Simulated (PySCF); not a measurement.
# NaSi at r²SCAN

Level: r²SCAN. Na def2-SVPD, Si def2-SVPD; no relativity (PySCF 2.14).

* state: ⁴Σ⁻ (quartet), unpaired electrons σ ↑, π ↑↑
* bond length: 2.718 Å
* harmonic wavenumber: 256 cm⁻¹
* force constant: 0.487 mdyn/Å
* rotational constant Be: 0.1809 cm⁻¹
* anharmonicity ωexe: 1.34 cm⁻¹
* vibration–rotation constant αe: 0.00143 cm⁻¹
* well depth De to Na + Si: 37.1 kcal/mol
* dissociation energy D0: 36.8 kcal/mol
* bond order (Mayer): 0.84
* dipole moment (positive dipole means Na(−)Si(+)): -7.29 D

The state was picked by a PBE0 search and need not be the measured ground state.
